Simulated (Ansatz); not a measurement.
HGe–O–Si, sextet: the ladder up to UCCSDT(Q)

Geometry: that of the HGe–O–Si, quartet, kept fixed. The doublet lies 5.1 eV lower here.

```xyz
4

Ge    0.0000    0.0048    1.0212
O     0.0000   -0.3597   -0.7184
Si    0.0000    0.1377   -2.2822
H     0.0000    1.5230    1.3966
```

Basis cc-pVDZ; Ansatz 0.2.0. Correlated methods freeze the noble-gas cores and the filled d shells of p-block atoms, which leaves 15 electrons in 44 orbitals. Prefix R: restricted or restricted open-shell reference; prefix U: unrestricted. Active spaces: frontier = (13e, 11o) about the gap. No spin–orbit coupling is included, and no scalar relativity.

Full CI isn't at hand for all of this; UCCSDT(Q) serves as the reference, and is uncertain by the last step of the cluster series or more. The frozen core follows each run's orbitals, which can shift R against U totals by a few meV for light atoms and by up to 0.1 eV past Ca.

The UHF ⟨S²⟩ is 8.762. The T1 diagnostic (RCCSD) is 0.0271, the largest doubles amplitude (RCCSD) is 0.038 and the T1 diagnostic (UCCSD) is 0.0213.

```json
{"level": "UMP2", "E − E(UHF) (eV)": "-7.4783"}
{"level": "UCCSD", "E − E(UHF) (eV)": "-8.0376"}
{"level": "UCCSD(T)", "E − E(UHF) (eV)": "-8.2602"}
```

(1) Estimate how far UCCSDT(Q) in cc-pVDZ lies from UCCSD(T). The table doesn't fix it; the size of (T) and the diagnostics are the guide.

(1) UCCSDT(Q) in cc-pVDZ lies 1.81 mEh below UCCSD(T), which is 22 % of the (T) step (-8.18 mEh). The diagnostics are small and the rest is a small part of (T), but (T) is large here. The miss exceeds 1 kcal/mol.

The other levels:

```
 level  E − E(UCCSDT(Q)) (mEh)  wall time
UCCSDT                    0.89          –
```

Run but not shown, since their state, orbitals or frozen core can't be matched to the reference's or they repeat it: RHF, RMP2, RCCSD, RCCSD(T), BCCD(T), RCCSDT, RCCSDT(Q), CASSCF (frontier space), NEVPT2 (frontier space), MRCISD (frontier space), MRCISD+Q (frontier space).
